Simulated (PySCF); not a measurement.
Geometries of 4 isomers of C6H8, from PBE0-D3(BJ)/def2-SVP geometry optimisation, gas phase in PySCF 2.14.0. One conformer each, no zero-point energy, no frequencies.

Question: Which is lowest in electronic energy at this level?
A.
```xyz
14
angstrom
C      2.300    1.383    0.093
C      1.502    0.524    0.401
C      0.557   -0.493    0.775
C      0.020   -1.460   -0.259
C     -0.887   -0.421    0.312
C     -1.375    0.730   -0.522
H      3.009    2.143   -0.177
H      0.717   -0.902    1.778
H      0.368   -1.321   -1.286
H     -0.101   -2.503    0.045
H     -1.604   -0.780    1.059
H     -0.604    1.060   -1.233
H     -1.635    1.595    0.109
H     -2.272    0.446   -1.095
```
B.
```xyz
14
angstrom
C      2.580    0.066    0.296
C      1.443   -0.028   -0.391
C      0.241   -0.810    0.043
C     -0.979    0.012    0.170
C     -1.597    1.153    0.111
C     -2.443   -0.027    0.494
H      2.711   -0.445    1.256
H      3.424    0.655   -0.073
H      1.344    0.504   -1.345
H      0.028   -1.619   -0.682
H      0.432   -1.322    1.003
H     -1.587    2.223   -0.074
H     -3.156   -0.455   -0.231
H     -2.767   -0.157    1.540
```
C.
```xyz
14
angstrom
C      1.749   -0.260    0.122
C      0.283   -0.092    0.522
C     -0.411    1.075   -0.118
C     -1.529    0.648   -0.741
C     -1.648   -0.802   -0.570
C     -0.602   -1.247    0.156
H      2.341    0.623    0.407
H      2.195   -1.138    0.614
H      1.838   -0.396   -0.967
H      0.237    0.043    1.623
H     -0.042    2.100   -0.066
H     -2.242    1.270   -1.285
H     -2.461   -1.410   -0.972
H     -0.402   -2.279    0.449
```
D.
```xyz
14
angstrom
C     -1.803    0.536    0.121
C     -0.557    0.317    0.973
C      0.525   -0.446    0.265
C      1.727    0.051   -0.021
C      3.055   -0.031   -0.573
C      2.714    1.105    0.009
H     -2.231   -0.424   -0.211
H     -1.565    1.118   -0.784
H     -2.587    1.074    0.677
H     -0.156    1.290    1.303
H     -0.848   -0.217    1.897
H      0.302   -1.470   -0.056
H      3.815   -0.606   -1.098
H      2.998    2.114    0.296
```

Answer: C. That is 5-methyl-1,3-cyclopentadiene (`C1C=CC(C)C=1`), 40.1 kcal/mol below the next.

```json
{"SMILES": "CC1C=CC=C1", "atoms numbered as above": "[CH3:1][CH:2]1[CH:3]=[CH:4][CH:5]=[CH:6]1", "E (Eh)": "-232.97531", "relative (kcal/mol)": "0.0", "relative (kJ/mol)": "0.0", "dipole (D)": "0.53"}
{"SMILES": "C#C[C@@H]1C[C@@H]1C", "atoms numbered as above": "[CH:1]#[C:2][C@@H:3]1[CH2:4][C@@H:5]1[CH3:6]", "E (Eh)": "-232.91144", "relative (kcal/mol)": "40.1", "relative (kJ/mol)": "167.7", "dipole (D)": "0.93"}
{"SMILES": "C=CCC1=CC1", "atoms numbered as above": "[CH2:1]=[CH:2][CH2:3][C:4]1=[CH:5][CH2:6]1", "E (Eh)": "-232.89081", "relative (kcal/mol)": "53.0", "relative (kJ/mol)": "221.9", "dipole (D)": "0.67"}
{"SMILES": "CCC=C1C=C1", "atoms numbered as above": "[CH3:1][CH2:2][CH:3]=[C:4]1[CH:5]=[CH:6]1", "E (Eh)": "-232.88871", "relative (kcal/mol)": "54.3", "relative (kJ/mol)": "227.4", "dipole (D)": "1.92"}
```

As drawn, the highest has a three-membered ring, which the lowest lacks.
